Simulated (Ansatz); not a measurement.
# H₂LiNSi (SMILES [Li][N]=[SiH2]): one structure at several levels

The task here is to estimate one member of a computed series from the others.

The runs use Ansatz 0.2.0, Gaussian basis; single points in def2-TZVPP.

Correlated methods freeze the cores. The outer core shell of Li, Na, Mg and K is correlated. B3LYP uses VWN-RPA correlation.

### The starting structure

SMILES `[Li][N]=[SiH2]`, 5 atoms, charge 0, spin multiplicity 1.

Atoms are counted from 1 here; the program's logs count them from 0.

Bond lengths: Li1–N2 1.724 Å, N2–Si3 1.600 Å, Si3–H4 1.349 Å, Si3–H5 1.405 Å. Angles: Li1–N2–Si3 165.3°, N2–Si3–H4 132.9°, N2–Si3–H5 123.3°, H4–Si3–H5 103.8°.

Geometry (Å):

```xyz
5

Li   -2.4886    0.7885    0.3290
N    -0.8540    0.4004   -0.0569
Si    0.6391   -0.1743   -0.0683
H     1.1573   -1.3771   -0.3905
H     1.7601    0.5837    0.3094
```

Set-up of the first run:

run/in.yaml

```yaml
crystal:
  periodic: [false, false, false]
  atoms:
    - {symbol: Li, position_ang: [-2.488600, 0.788500, 0.329000]}
    - {symbol: N, position_ang: [-0.854000, 0.400400, -0.056900]}
    - {symbol: Si, position_ang: [0.639100, -0.174300, -0.068300]}
    - {symbol: H, position_ang: [1.157300, -1.377100, -0.390500]}
    - {symbol: H, position_ang: [1.760100, 0.583700, 0.309400]}
basis:
  gaussian: {orbitals: def2-TZVPP}
correlation: {method: ccsd_t}
output: {forces: true}
```

The command line of these runs was not kept.

Among the steps run: CCSD(T)/def2-TZVPP; PBE0-D4/def2-TZVPP; wB97M-V/def2-TZVPP; r2SCAN-D4/def2-TZVPP; PBE-D4/def2-TZVPP; BHLYP-D4/def2-TZVPP; B3LYP-D4/def2-TZVPP.

One of the session's tables, all rows but one given; the rest of the session is left out.

```
   method  RMS force component (eV/Å)  angle to CCSD(T) forces (°)  dipole (D)
  CCSD(T)                       1.367                    reference        5.05
  PBE0-D4                       1.516                          7.0        4.74
  wB97M-V                       1.475                          9.6        4.62
r2SCAN-D4                       1.465                          4.7        4.92
   PBE-D4                       1.431                          4.0        4.81
 BHLYP-D4                           ?                            ?           ?
 B3LYP-D4                       1.423                          5.5        4.67
```

Estimate the missing values for BHLYP-D4.

**Answer.** RMS force component (eV/Å): 1.544; angle to CCSD(T) forces (°): 14.4; dipole (D): 4.55. In the column «RMS force component (eV/Å)» it is the highest.
